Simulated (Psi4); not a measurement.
# A workflow on AlNH2F (SMILES [NH2][Al][F])

Wanted: a geometry optimisation (UPBE0/pcseg-1), then vibrational wavenumbers, then the energy (UMP2/def2-TZVPP), then the vertical excitations (TDA-PBE0/pcseg-1) of AlNH2F. 

The calculation is run with Psi4 1.11.

**1. The molecule**

AlNH2F has 5 atoms, charge 0, and is taken as a doublet. As SMILES, `[NH2][Al][F]`. All atoms were displaced at random from a relaxed shape. The run starts from this shape.

Bond lengths: N1–Al2 1.763 Å, Al2–F3 1.692 Å, N1–H4 1.070 Å, N1–H5 1.057 Å. Angles: N1–Al2–F3 113.1°, Al2–N1–H4 121.9°, Al2–N1–H5 133.1°, H4–N1–H5 104.9°.

**2. A structure relaxation at UPBE0/pcseg-1 (density fitting) (run 1)**

The input, run.py:

```python
import psi4

psi4.set_memory('1600 MB')
psi4.set_num_threads(1)
psi4.core.set_output_file('psi4.out', False)

geom = psi4.geometry("""
0 2
N     -0.375257     0.448251    -0.287020
Al     0.663838    -0.212005     0.974490
F      1.271435    -1.745271     0.598386
H     -0.801077     1.426908    -0.214334
H     -0.746136     0.056888    -1.196043
units angstrom
""")

psi4.set_options(dict(reference='uks', geom_maxiter=60))

E = psi4.optimize("pbe0/pcseg-1")
print(f'pbe0/pcseg-1 energy: {E:.10f} Eh')
print(geom.to_string(dtype='xyz', units='Angstrom'))
```

Started as:

```console
python run.py
```

psi4.out:

```text
gradient() will perform analytic gradient computation.

   => Loading Basis Set <=

    Name: PCSEG-1
    Role: ORBITAL
    Keyword: BASIS

         ---------------------------------------------------------
                                   SCF
                              UKS Reference
                        1 Threads,   1525 MiB Core
         ---------------------------------------------------------

  ==> Geometry <==

    Molecular point group: c1
    Full point group: C1

    Geometry (in Angstrom), charge = 0, multiplicity = 2:

       Center              X                  Y                   Z               Mass
    ------------   -----------------  -----------------  -----------------  -----------------
         N           -0.943858490589     0.949959933621    -0.806725416479    14.003074004430
         AL           0.095236509411     0.289703933621     0.454784583521    26.981538530000
         F            0.702833509411    -1.243562066379     0.078680583521    18.998403162730
         H           -1.369678490589     1.928616933621    -0.734039416479     1.007825032230
         H           -1.314737490589     0.558596933621    -1.715748416479     1.007825032230

  Running in c1 symmetry.

  Rotational constants: A =      1.08189  B =      0.21942  C =      0.18245 [cm^-1]
  Rotational constants: A =  32434.18563  B =   6578.17470  C =   5469.62780 [MHz]
  Nuclear repulsion =   90.860362603213431

  Charge       = 0
  Multiplicity = 2
  Electrons    = 31
  Nalpha       = 16
  Nbeta        = 15

  ==> Algorithm <==

  SCF Algorithm Type is DF.
  DIIS enabled.
  MOM disabled.
  Fractional occupation disabled.
  Guess Type is SAD.
  Energy threshold   = 1.00e-08
  Density threshold  = 1.00e-08
  Integral threshold = 1.00e-12

  ==> Primary Basis <==

  Basis Set: PCSEG-1
    Blend: PCSEG-1
    Number of shells: 26
    Number of basis functions: 56
    Number of Cartesian functions: 59
    Spherical Harmonics?: true
    Max angular momentum: 2

  ==> DFT Potential <==

   => LibXC <=

    Version 7.1.2

   => Composite Functional: PBE0 <=

    PBE0 Hyb-GGA Exchange-Correlation Functional

    Deriv               =              1
    GGA                 =           TRUE
    Meta                =          FALSE

    Exchange Hybrid     =           TRUE
    MP2 Hybrid          =          FALSE

   => Exchange Functionals <=

    0.7500   Perdew, Burke & Ernzerhof

   => Exact (HF) Exchange <=

    0.2500               HF

   => Correlation Functionals <=

    1.0000   Perdew, Burke & Ernzerhof

   => LibXC Density Thresholds  <==

    XC_HYB_GGA_XC_PBEH:  1.00E-15

   => Molecular Quadrature <=

    Radial Scheme          =       TREUTLER
    Pruning Scheme         =           NONE
    Nuclear Scheme         =       TREUTLER

    Blocking Scheme        =         OCTREE
    BS radius alpha        =              1
    Pruning alpha          =              1
    Radial Points          =             75
    Spherical Points       =            302
    Total Points           =         109634
    Total Blocks           =            874
    Max Points             =            256
    Max Functions          =             55
    Weights Tolerance      =       1.00E-15

   => Loading Basis Set <=

    Name: (PCSEG-1 AUX)
    Role: JKFIT
    Keyword: DF_BASIS_SCF

  ==> Integral Setup <==

  DFHelper Memory: AOs need 0.009 GiB; user supplied 0.972 GiB.
  SCF_SUBTYPE=INCORE selected. In-core MEM_DF algorithm will be used.
  Using in-core AOs.

  ==> MemDFJK: Density-Fitted J/K Matrices <==

    J tasked:                   Yes
    K tasked:                   Yes
    wK tasked:                   No
    Memory [MiB]:               995
    Algorithm:                 Core
    Schwarz Cutoff:           1E-12
    Mask sparsity (%):       0.9566
    Fitting Condition:        1E-10

   => Auxiliary Basis Set <=

  Basis Set: (PCSEG-1 AUX)
    Blend: DEF2-UNIVERSAL-JKFIT
    Number of shells: 100
    Number of basis functions: 318
    Number of Cartesian functions: 381
    Spherical Harmonics?: true
    Max angular momentum: 4

  Cached 100.0% of DFT collocation blocks in 0.145 [GiB].

  Minimum eigenvalue in the overlap matrix is 2.9806196884E-02.
  Reciprocal condition number of the overlap matrix is 6.6477246656E-03.
    Using symmetric orthogonalization.

  ==> Pre-Iterations <==

  SCF Guess: Superposition of Atomic Densities via on-the-fly atomic UHF (no occupation information).

   -------------------------
    Irrep   Nso     Nmo
   -------------------------
     A         56      56
   -------------------------
    Total      56      56
   -------------------------

  ==> Iterations <==

                           Total Energy        Delta E     RMS |[F,P]|

[... 3 lines left out ...]
   @DF-UKS iter   3:  -397.94889511400697   -1.48954e+00   3.42523e-03 ADIIS/DIIS
[... 4 lines left out ...]
   @DF-UKS iter   8:  -397.97098268894945   -9.17339e-07   3.52606e-06 DIIS
[... 4 lines left out ...]
   @DF-UKS iter  13:  -397.97098279781937   -1.59162e-12   9.43886e-09 DIIS
[... 12 lines left out ...]
   @S   Expected:                5.000000000E-01
[... 51 lines left out ...]
    One-Electron Energy =                -733.6131502920969751
[... 4 lines left out ...]
    Total Energy =                       -397.9709827978193744
[... 147 lines left out ...]
	                                 ==> Convergence Check <==
[... 129 lines left out ...]
                           Total Energy        Delta E     RMS |[F,P]|
[... 5 lines left out ...]
   @DF-UKS iter   4:  -397.97560717247273   -4.70609e-06   2.37308e-05 DIIS
[... 4 lines left out ...]
   @DF-UKS iter   9:  -397.97560788801201   -7.49196e-11   2.23953e-08 DIIS
[... 12 lines left out ...]
   @S^2 Observed:                7.518457504E-01
[... 14 lines left out ...]
    Nuclear Repulsion Energy =             91.1341842029913067
[... 4 lines left out ...]
    VV10 Nonlocal Energy =                  0.0000000000000000
[... 69 lines left out ...]
    Weights Tolerance      =       1.00E-15
[... 126 lines left out ...]
    Weights Tolerance      =       1.00E-15
[... 24 lines left out ...]
   @DF-UKS iter   3:  -397.97600780242550   -2.43602e-06   1.27985e-05 DIIS
[... 4 lines left out ...]
   @DF-UKS iter   8:  -397.97600805767377   -4.57590e-11   2.74403e-08 DIIS
[... 12 lines left out ...]
   @S^2 Observed:                7.518414485E-01
[... 14 lines left out ...]
    Nuclear Repulsion Energy =             91.1155084685815808
[... 4 lines left out ...]
    VV10 Nonlocal Energy =                  0.0000000000000000
[... 69 lines left out ...]
    Weights Tolerance      =       1.00E-15
[... 126 lines left out ...]
    Weights Tolerance      =       1.00E-15
[... 24 lines left out ...]
   @DF-UKS iter   3:  -397.97611169649235   -3.96428e-06   1.15772e-05 DIIS
[... 4 lines left out ...]
   @DF-UKS iter   8:  -397.97611191141800   -3.50155e-11   2.24936e-08 DIIS
[... 12 lines left out ...]
   @S^2 Observed:                7.518394617E-01
[... 14 lines left out ...]
    Nuclear Repulsion Energy =             91.0860606959760020
[... 4 lines left out ...]
    VV10 Nonlocal Energy =                  0.0000000000000000
[... 69 lines left out ...]
    Weights Tolerance      =       1.00E-15
[... 126 lines left out ...]
    Weights Tolerance      =       1.00E-15
[... 24 lines left out ...]
   @DF-UKS iter   3:  -397.97613240185620   -3.30272e-08   5.02137e-06 DIIS
[... 4 lines left out ...]
   @DF-UKS iter   8:  -397.97613243680507   -3.18323e-12   1.21453e-08 DIIS
[... 12 lines left out ...]
   @S^2 Observed:                7.518353520E-01
[... 14 lines left out ...]
    Nuclear Repulsion Energy =             91.0997194140112043
[... 4 lines left out ...]
    VV10 Nonlocal Energy =                  0.0000000000000000
[... 69 lines left out ...]
    Weights Tolerance      =       1.00E-15
[... 126 lines left out ...]
    Weights Tolerance      =       1.00E-15
[... 24 lines left out ...]
   @DF-UKS iter   3:  -397.97614959066300   -1.89431e-07   1.04504e-05 DIIS
[... 4 lines left out ...]
   @DF-UKS iter   8:  -397.97614971953874   -2.25100e-11   1.57524e-08 DIIS
[... 12 lines left out ...]
   @S^2 Observed:                7.518267187E-01
[... 14 lines left out ...]
    Nuclear Repulsion Energy =             91.1421475979315545
[... 4 lines left out ...]
    VV10 Nonlocal Energy =                  0.0000000000000000
[... 69 lines left out ...]
    Weights Tolerance      =       1.00E-15
[... 126 lines left out ...]
    Weights Tolerance      =       1.00E-15
[... 24 lines left out ...]
   @DF-UKS iter   3:  -397.97614971393023   -6.94524e-09   1.01290e-06 DIIS
[... 4 lines left out ...]
  Energy and wave function converged.
[... 12 lines left out ...]
   @S   Observed:                5.000000000E-01
[... 38 lines left out ...]
    Final Occupation by Irrep:
              A
    DOCC [    15 ]
    SOCC [     1 ]
    NA   [    16 ]
    NB   [    15 ]

  @DF-UKS Final Energy:  -397.97614971551315

   => Energetics <=

    Nuclear Repulsion Energy =             91.1479672719052587
    One-Electron Energy =                -734.0708990838592172
    Two-Electron Energy =                 272.6182115364092056
    DFT Exchange-Correlation Energy =     -27.6714294399683887
    Empirical Dispersion Energy =           0.0000000000000000
    VV10 Nonlocal Energy =                  0.0000000000000000
    Total Energy =                       -397.9761497155131451

  UHF NO Occupations:
  HONO-2 :   14  A 1.9997836
  HONO-1 :   15  A 1.9993545
  HONO-0 :   16  A 1.0000000
  LUNO+0 :   17  A 0.0006455
  LUNO+1 :   18  A 0.0002164
  LUNO+2 :   19  A 0.0000280
  LUNO+3 :   20  A 0.0000109

Computation Completed

Properties will be evaluated at   0.000000,   0.000000,   0.000000 [a0]

Properties computed using the SCF density matrix

 Multipole Moments:

 ------------------------------------------------------------------------------------
     Multipole            Electronic (a.u.)      Nuclear  (a.u.)        Total (a.u.)
 ------------------------------------------------------------------------------------

 L = 1.  Multiply by 2.5417464519 to convert [e a0] to [Debye]
 Dipole X            :          2.7775533           -3.2274433           -0.4498901
 Dipole Y            :         -2.3463916            3.2227391            0.8763474
 Dipole Z            :          2.6874645           -2.7115274           -0.0240628
 Magnitude           :                                                    0.9853755

 ------------------------------------------------------------------------------------

	total time  =          4 seconds =       0.07 minutes

         ------------------------------------------------------------
                                   SCF GRAD
         ------------------------------------------------------------

  ==> Geometry <==

    Molecular point group: c1
    Full point group: C1

    Geometry (in Angstrom), charge = 0, multiplicity = 2:

       Center              X                  Y                   Z               Mass
    ------------   -----------------  -----------------  -----------------  -----------------
         N           -0.968076924534     0.994743815171    -0.787871259681    14.003074004430
         AL           0.113850105882     0.281683579612     0.426363292375    26.981538530000
         F            0.691734344852    -1.263121021393     0.100990208109    18.998403162730
         H           -1.389078438256     1.913443410886    -0.722614319701     1.007825032230
         H           -1.247933029273     0.534952603264    -1.648800021514     1.007825032230

  Nuclear repulsion =   91.147967271905259

   => Molecular Quadrature <=

    Radial Scheme          =       TREUTLER
    Pruning Scheme         =           NONE
    Nuclear Scheme         =       TREUTLER

    Blocking Scheme        =         OCTREE
    BS radius alpha        =              1
    Pruning alpha          =              1
    Radial Points          =             75
    Spherical Points       =            302
    Total Points           =         109531
    Total Blocks           =            875
    Max Points             =            256
    Max Functions          =             55
    Weights Tolerance      =       1.00E-15

  -Total Gradient:
     Atom            X                  Y                   Z
    ------   -----------------  -----------------  -----------------
       1        0.000082524553    -0.000105616343     0.000116471109
       2        0.000056408946    -0.000151499278    -0.000096277611
       3        0.000008517926    -0.000201195793    -0.000115931920
       4        0.000058913412    -0.000060065960     0.000061100568
       5        0.000011054459     0.000011502693    -0.000023988475

	total time  =          1 seconds =       0.02 minutes

    			-----------------------------------------

    			 OPTKING 3.0: for geometry optimizations

    			        with contributions from

    			-----------------------------------------

	                            ===> Fragment 1 <==

	 Z (Atomic Numbers)          Masses                          Geom
	       7.000000            14.003074         -1.82940026  1.87979338 -1.48886090
	      13.000000            26.981539          0.21514552  0.53230482  0.80570985
	       9.000000            18.998403          1.30718846 -2.38695279  0.19084383
	       1.000000             1.007825         -2.62497782  3.61588400 -1.36554316
	       1.000000             1.007825         -2.35825165  1.01091391 -3.11578048

	 - Coordinate -           - BOHR/RAD -       - ANG/DEG -
	 R(1,2)           =         3.355734           1.775778
	 R(1,4)           =         1.913678           1.012675
	 R(1,5)           =         1.918724           1.015345
[... 6 lines of this table left out ...]
	 D(3,2,1,5)       =        -0.004384          -0.251199

	        --- Internal Coordinate Step in ANG or DEG, aJ/ANG or AJ/DEG ---
	-------------------------------------------------------------------------------
	           Coordinate      Previous         Force          Change          New
	           ----------      --------        ------          ------        ------
	               R(1,2)       1.77578        0.00017        0.00006       1.77583
	               R(1,4)       1.01267       -0.00010       -0.00001       1.01266
	               R(1,5)       1.01535       -0.00012       -0.00001       1.01534
[... 6 lines of this table left out ...]
	           D(3,2,1,5)      -0.25120        0.00000        0.15889      -0.09231
	-------------------------------------------------------------------------------

	                                 ==> Convergence Check <==

	Measures of convergence in internal coordinates in au.

	Criteria marked as inactive (o), active & met (*), and active & unmet ( ).

	----------------------------------------------------------------------------------------------
	   Step    Total Energy     Delta E     Max Force     RMS Force      Max Disp      RMS Disp
	----------------------------------------------------------------------------------------------
	  Convergence Criteria     1.00e-06 *    3.00e-04 *             o    1.20e-03 *             o
	----------------------------------------------------------------------------------------------
	     7    -397.97614972    4.03e-09 *    7.10e-05 *    3.28e-05 o    2.77e-03      9.58e-04 o  ~
	----------------------------------------------------------------------------------------------

Next Geometry in Ang
	Fragment 1 (Ang)

	    N  -0.9677286711   0.9948953253  -0.7879554516
	   Al   0.1132814723   0.2815754834   0.4270237976
	    F   0.6917224405  -1.2626664793   0.1002036929
	    H  -1.3887649567   1.9135792982  -0.7228906251
	    H  -1.2480142263   0.5343187600  -1.6483135142

    Final optimized geometry and variables:
    Molecular point group: c1
    Full point group: C1

    Geometry (in Angstrom), charge = 0, multiplicity = 2:

    N           -0.968076924534     0.994743815171    -0.787871259681
    AL           0.113850105882     0.281683579612     0.426363292375
    F            0.691734344852    -1.263121021393     0.100990208109
    H           -1.389078438256     1.913443410886    -0.722614319701
    H           -1.247933029273     0.534952603264    -1.648800021514

[set-up sections that repeat, and orbital energies of the middle runs, are left out above]
```

On the terminal:

```text
Some dependencies such as QCElemental have not yet finished migration to pydantic v2. If issues are encountered please downgrade pydantic or upgrade QCElemental as appropriate
	Energy has increased in a minimization.
	Energy ratio indicates iffy step.
	Intrafrag trust radius decreased to   0.25.
	Previous geometry is closer to target in internal coordinates, so using that one.

	Best geometry has RMS(Delta(q)) = 2.49e-07

Optimizer: Optimization complete!
pbe0/pcseg-1 energy: -397.9761497155 Eh
5
0 2 AlFH2N
N                    -0.968076924534     0.994743815171    -0.787871259681
Al                    0.113850105882     0.281683579612     0.426363292375
F                     0.691734344852    -1.263121021393     0.100990208109
H                    -1.389078438256     1.913443410886    -0.722614319701
H                    -1.247933029273     0.534952603264    -1.648800021514
```

Run time: 37 s. Hardware: 1 thread of Intel Xeon Platinum 8375C at 2.90GHz (Ice Lake), shared host; peak memory 0.4 GiB.

Step by step:

```tsv
step	energy from the first frame kept (eV)	largest force (eV/Å)
0	0.0000	3.0947
1	-0.1259	0.4944
2	-0.1367	0.1494
3	-0.1396	0.0671
4	-0.1401	0.0377
5	-0.1406	0.0134
6	-0.1406	0.0120
```

After the run. Bond lengths: N1–Al2 1.776 Å, Al2–F3 1.681 Å, N1–H4 1.013 Å, N1–H5 1.015 Å. Angles: N1–Al2–F3 116.5°, Al2–N1–H4 125.0°, Al2–N1–H5 124.5°, H4–N1–H5 110.5°.

**3. Vibrational wavenumbers at UPBE0/pcseg-1 (density fitting) (run 2)**

The input, job.py:

```python
import psi4

psi4.set_memory('1600 MB')
psi4.set_num_threads(1)
psi4.core.set_output_file('alfh2n.out', False)

geom = psi4.geometry("""
0 2
N     -0.399475     0.493035    -0.268166
Al     0.682452    -0.220025     0.946069
F      1.260336    -1.764830     0.620696
H     -0.820477     1.411734    -0.202909
H     -0.679332     0.033244    -1.129095
""")

psi4.set_options({
    'reference': 'uks',
    't': 400.0,
    'rotational_symmetry_number': 1,
})

e = psi4.frequency('pbe0/pcseg-1', molecule=geom)
print('E =', round(e, 9))
for k in ('ZPVE', 'ENTHALPY', 'GIBBS FREE ENERGY'):
    print(f'{k}: {psi4.variable(k):.8f} Eh')
```

Started as:

```console
python job.py
```

alfh2n.out, shortened:

```text
[...]
  Running in c1 symmetry.
[...]
  Nuclear repulsion =   91.147956481252237
[...]
  Multiplicity = 2
[...]
  Nalpha       = 16
  Nbeta        = 15
[...]
    Number of basis functions: 56
[...]
   @DF-UKS iter   1:  -397.60669863745119   -3.72684e-01   1.67479e-02 ADIIS/DIIS
[...]
   @DF-UKS iter  13:  -397.97614707960798   -6.82121e-13   7.59136e-09 DIIS
[...]
   @S^2 Observed:                7.518279754E-01
[...]
  @DF-UKS Final Energy:  -397.97614707960798
   => Energetics <=
    Nuclear Repulsion Energy =             91.1403208686921431
    One-Electron Energy =                -734.0572671960860589
    Two-Electron Energy =                 272.6116796532886610
    DFT Exchange-Correlation Energy =     -27.6708804055026967
    Empirical Dispersion Energy =           0.0000000000000000
    VV10 Nonlocal Energy =                  0.0000000000000000
    Total Energy =                       -397.9761470796079834
[...]
  ==> Harmonic Vibrational Analysis <==
[...]
  Freq [cm^-1]                 209.2792            336.0117            372.8340
[...]
  Freq [cm^-1]                 632.1996            752.6216            866.5539
[...]
  Freq [cm^-1]                1524.2607           3582.6342           3691.3017
[...]
```

The script printed:

```text
Warning: used thermodynamics relations inappropriate for low-frequency modes: ['209.2792' '336.0117' '372.8340']
E = -397.976149715
ZPVE: 0.02726442 Eh
ENTHALPY: -397.94092801 Eh
GIBBS FREE ENERGY: -397.98724097 Eh
```

Run time: 2.7 min. Hardware: 1 thread of Intel Xeon Platinum 8375C at 2.90GHz (Ice Lake), shared host; peak memory 0.39 GiB.

**4. The energy at UMP2/def2-TZVPP (density fitting, density fitting for correlation) (run 3)**

The input, run.py:

```python
import psi4

psi4.set_memory(1600000000)
psi4.set_num_threads(1)
psi4.core.set_output_file('output.dat', False)

m = psi4.geometry("""
0 2
N     -0.399475     0.493035    -0.268166
Al     0.682452    -0.220025     0.946069
F      1.260336    -1.764830     0.620696
H     -0.820477     1.411734    -0.202909
H     -0.679332     0.033244    -1.129095
""")

psi4.set_options(dict(basis='def2-TZVPP', reference='uhf', num_frozen_docc=7))

energy_value = psi4.energy('mp2', molecule=m)
print(f'mp2 energy: {energy_value:.10f} Eh')
```

Started as:

```console
python run.py
```

output.dat, shortened:

```text
[...]
  Running in c1 symmetry.
[...]
  Nuclear repulsion =   91.147956481252237
[...]
  Multiplicity = 2
[...]
  Nalpha       = 16
  Nbeta        = 15
[...]
    Number of basis functions: 132
[...]
   @DF-UHF iter   1:  -396.96113170539712   -9.86625e-01   4.91910e-03 ADIIS/DIIS
[...]
   @DF-UHF iter  14:  -397.13674946299307   -1.01181e-11   6.48520e-09 DIIS
[...]
   @S^2 Observed:                7.521882792E-01
[...]
  @DF-UHF Final Energy:  -397.13674946299307
   => Energetics <=
    Nuclear Repulsion Energy =             91.1479564812522369
    One-Electron Energy =                -734.3223267981463778
    Two-Electron Energy =                 246.0376208539011031
    Total Energy =                       -397.1367494629930661
  UHF NO Occupations:
  HONO-2 :   14  A 1.9995393
  HONO-1 :   15  A 1.9995050
[...]
```

The script printed:

```text
mp2 energy: -397.6610485413 Eh
```

Run time: 4.5 s. Hardware: 1 thread of Intel Xeon Platinum 8375C at 2.90GHz (Ice Lake), shared host; peak memory 0.24 GiB.

(Part 1 of 2 ends here.)
